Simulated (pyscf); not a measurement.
PySCF, gas phase, ωB97X-D3(BJ)/def2-SVP geometries. MP2 and CC: frozen core, UHF for open shells. ΔMP2 is the change of the MP2 total energy from the triple- to the quadruple-zeta basis.

SMILES: C#CO
```xyz
5

C     -0.4823     1.0948    -0.1233
C      0.4451     0.3625    -0.3711
O      1.4792    -0.4023    -0.6222
H     -1.3048     1.7488     0.0984
H      1.1804    -1.2132    -1.0567
```
Charge 0, spin multiplicity 1.

Problem. List the bond dissociation enthalpies at 298 K of HC≡C–OH (SMILES C#CO) from CCSD(T)/def2-TZVPP + ΔMP2(QZVPP), from the weakest bond up.

Solution. H–O to •HC=C=O + H•: 72.6 kcal/mol; C–O to •C≡CH + OH•: 122.5 kcal/mol; C–H to •C≡C–OH + H•: 126.7 kcal/mol. Ring and multiple bonds, and those that leave no two simple radicals, are not listed. The radicals are drawn with the spin at the cut bond; how far it spreads was not checked. HC≡C–OH lies 36.7 kcal/mol over its isomer H₂C=C=O, and others may lie lower still (electronic energy, ωB97M-D3(BJ)). •C≡C–OH lies 53.4 kcal/mol over its isomer •HC=C=O, and others may lie lower still (electronic energy, ωB97M-D3(BJ)). Other isomers of •HC=C=O were not searched in full and may lie lower. The CCSD(T) − MP2 part came from Ansatz, without density fitting, on the same reference. An open-shell T1 diagnostic exceeds 0.045. A UHF reference is spin-contaminated (<S²> up to 1.15), which harms MP2 most. Left out: the spin-orbit lowering of OH. C₂H has a Π state close over its Σ ground state, and the state reached was not checked.
